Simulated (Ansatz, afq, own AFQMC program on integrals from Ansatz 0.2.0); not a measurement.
**H₂O + N, quartet: a scan with AFQMC**

```yaml
atoms:
  - { symbol: O, position_ang: [-1.0026, -0.0292, 0.0000] }
  - { symbol: H, position_ang: [-1.2519, 0.8974, 0.0000] }
  - { symbol: H, position_ang: [-0.0431, -0.0292, 0.0000] }
  - { symbol: N, position_ang: [1.2384, -0.0292, 0.0000] }
```

A hydrogen atom is moved from one rigid fragment to the other; the O1–H3 distance tells how far. The two fragments are held close together, so this isn't a minimum-energy path and the start is a compressed complex. Energies in kcal/mol count from this geometry (0.960 Å) at the same level; the start stands on UHF, each point on the determinant named.

Basis cc-pVTZ. Only valence electrons are correlated. AFQMC by an in-house program on the Cholesky factors that Ansatz 0.2.0 writes for its CCSD(T) run. The CISD trial takes its coefficients from CCSD amplitudes. Released means that phaseless walkers are propagated on without the constraint, phases kept. Uncertainties: one standard error, sampling alone.

Cautions, each for one point or more: lower spins were not checked.

```csv
r(O1–H3) / Å,det.,T1,weight,⟨S²⟩,PBE0,MP2,CCSD(T)
1.029,UHF,0.016,0.90,3.77,1.9,4.3,3.8
1.063,UHF,0.017,0.89,3.77,3.8,7.5,6.7
1.098,UHF,0.017,0.89,3.78,6.0,11.5,9.9
1.132,UHF,0.018,0.89,3.79,8.4,15.9,13.2
1.201,UHF,0.029,0.88,3.79,14.1,26.6,20.2
```

Problem. Estimate the curve of CCSDT(Q), counted from the same start.

Solution. 
```tsv
r(O1–H3) / Å	det.	T1	weight	⟨S²⟩	CCSDT(Q)	ph-AFQMC/CISD
1.029	UHF	0.016	0.90	3.77	3.7	3.9 ± 0.2
1.063	UHF	0.017	0.89	3.77	6.5	6.6 ± 0.2
1.098	UHF	0.017	0.89	3.78	9.7	9.9 ± 0.2
1.132	UHF	0.018	0.89	3.79	12.9	13.0 ± 0.2
1.201	UHF	0.029	0.88	3.79	19.8	20.2 ± 0.2
```

Weight is that of the determinant in the CISD state; at the start T1 is 0.014 and the weight 0.90, and ⟨S²⟩ is 3.76. Largest departures from CCSDT(Q), at the points where its series has closed: CCSD(T) 0.4 kcal/mol at 1.201 (on UHF), ph-AFQMC/CISD 0.4 kcal/mol at 1.201 (on UHF), PBE0 -5.7 kcal/mol at 1.201, MP2 6.9 kcal/mol at 1.201 (on UHF). Functionals count only at points shown to share the start's state and spin. In total energy ph-AFQMC/CISD lies 17 ± 6 meV above CCSDT(Q) at the start, so its agreement along the curve rests in part on cancellation.

A walk keeps the symmetry of its determinant, which the program's search chose and which needn't be the lowest solution, so a lower state of the same spin and another symmetry isn't excluded.
